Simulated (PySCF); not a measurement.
# nitrogen trifluoride: calculation against experiment

**Experimental background.**

From NIST CCCBDB Release 22 (SRD 101), experimental dipoles, for the gas: dipole moment (microwave Stark effect) 0.235 D.

NIST CCCBDB Release 22 (SRD 101), experimental polarizabilities lists, for the gas: mean polarisability 2.81 Å³.

The results are set against them at the end.

Compound: nitrogen trifluoride, NF3.
Atom-mapped SMILES: `[F:1][N:2]([F:3])[F:4]`

Cartesian coordinates in Å at the PBE0-D3(BJ)/def2-SVP level; atoms count from 1:
```xyz
4
NF3 angstrom
F     -0.626    1.041   -0.165
N     -0.001    0.004    0.435
F     -0.584   -1.066   -0.150
F      1.221    0.025   -0.143
```

The PySCF runs (gas phase, on this PBE0-D3(BJ)/def2-SVP geometry; no spin–orbit coupling):

```csv
level,job,basis functions,wall time
"PBE0-D3(BJ)/def2-SVP, grid level 1",geometry optimisation from a GFN2-xTB start,56,3.4 s
BHandHLYP/def2-SVPD,"10 singlets by full TDDFT, 4 Tamm–Dancoff triplets, polarisability, ΔSCF ions",89,5.9 s
CAM-B3LYP/def2-SVPD,"10 singlets by full TDDFT, 4 Tamm–Dancoff triplets, polarisability, ΔSCF ions",89,6.5 s
PBE0/6-31+G*,"10 singlets by full TDDFT, 4 Tamm–Dancoff triplets, polarisability",72,2.8 s
PBE0/6-31G*,"10 singlets by full TDDFT, 4 Tamm–Dancoff triplets, polarisability",56,1.8 s
PBE0/aug-cc-pVDZ,"10 singlets by full TDDFT, 4 Tamm–Dancoff triplets, polarisability",92,3.7 s
PBE0/aug-cc-pVTZ,"10 singlets by full TDDFT, 4 Tamm–Dancoff triplets, polarisability",184,9.4 s
PBE0/def2-SVP,"10 singlets by full TDDFT, 4 Tamm–Dancoff triplets, polarisability",56,1.7 s
PBE0/def2-SVPD,"10 singlets by full TDDFT, 4 Tamm–Dancoff triplets, polarisability, ΔSCF ions",89,5.2 s
PBE0/def2-TZVP,"10 singlets by full TDDFT, 4 Tamm–Dancoff triplets, polarisability",124,4.5 s
PBE0/def2-TZVPD,"10 singlets by full TDDFT, 4 Tamm–Dancoff triplets, polarisability",157,7.7 s
wB97X-D/def2-SVPD,"10 singlets by full TDDFT, 4 Tamm–Dancoff triplets, polarisability, ΔSCF ions",89,6.0 s
LC-wPBE/def2-SVPD,"10 singlets by full TDDFT, 4 Tamm–Dancoff triplets, polarisability, ΔSCF ions",89,7.9 s
```

Hardware: an Arm Neoverse V2 with one thread, on a shared host.

All basis functions are spherical.

**Comparison with experiment**

**Dipole moment.** Measured: 0.235 D (NIST CCCBDB Release 22 (SRD 101), experimental dipoles).

```csv
level,computed (D),computed − measured (D)
PBE0-D3(BJ)/def2-SVP,0.057,-0.178
BHandHLYP/def2-SVPD,0.211,-0.024
CAM-B3LYP/def2-SVPD,0.145,-0.090
PBE0/6-31+G*,0.148,-0.087
PBE0/6-31G*,0.007,-0.228
PBE0/aug-cc-pVDZ,0.150,-0.085
PBE0/aug-cc-pVTZ,0.142,-0.093
PBE0/def2-SVP,0.057,-0.178
PBE0/def2-SVPD,0.130,-0.105
PBE0/def2-TZVP,0.092,-0.143
PBE0/def2-TZVPD,0.135,-0.100
wB97X-D/def2-SVPD,0.133,-0.102
```

12 of the 13 levels run are shown, the closest and the furthest among them. Closest is BHandHLYP/def2-SVPD (-0.024 D), furthest PBE0/6-31G* (-0.228 D); one molecule doesn't rank methods. All 13 levels lie below the measurement. The computed dipoles belong to one fixed geometry; measured ones are averaged over vibrations unless marked μe. Magnitudes are compared, not signs.

**Mean polarisability.** Measured: 2.81 Å³ (NIST CCCBDB Release 22 (SRD 101), experimental polarizabilities).

| level | computed (Å³) | computed − measured (Å³) | % (from the printed values) |
| --- | --- | --- | --- |
| BHandHLYP/def2-SVPD | 2.52 | -0.29 | -10 |
| CAM-B3LYP/def2-SVPD | 2.64 | -0.17 | -6 |
| LC-wPBE/def2-SVPD | 2.62 | -0.19 | -7 |
| PBE0/6-31+G* | 2.42 | -0.39 | -14 |
| PBE0/6-31G* | 1.87 | -0.94 | -33 |
| PBE0/aug-cc-pVDZ | 2.60 | -0.21 | -7 |
| PBE0/aug-cc-pVTZ | 2.68 | -0.13 | -5 |
| PBE0/def2-SVP | 1.73 | -1.08 | -38 |
| PBE0/def2-SVPD | 2.62 | -0.19 | -7 |
| PBE0/def2-TZVP | 2.24 | -0.57 | -20 |
| PBE0/def2-TZVPD | 2.70 | -0.11 | -4 |
| wB97X-D/def2-SVPD | 2.62 | -0.19 | -7 |

Closest is PBE0/def2-TZVPD (-0.11 Å³), furthest PBE0/def2-SVP (-1.08 Å³); one molecule doesn't rank methods. All 12 levels lie below the measurement. The computed values are static and purely electronic, with core orbitals frozen in the response (1 au = 0.148185 Å³). The table of measured values doesn't say here whether a value is static or optical, or holds a vibrational part.

No measured geometry was used, and the causes of the misses weren't examined.
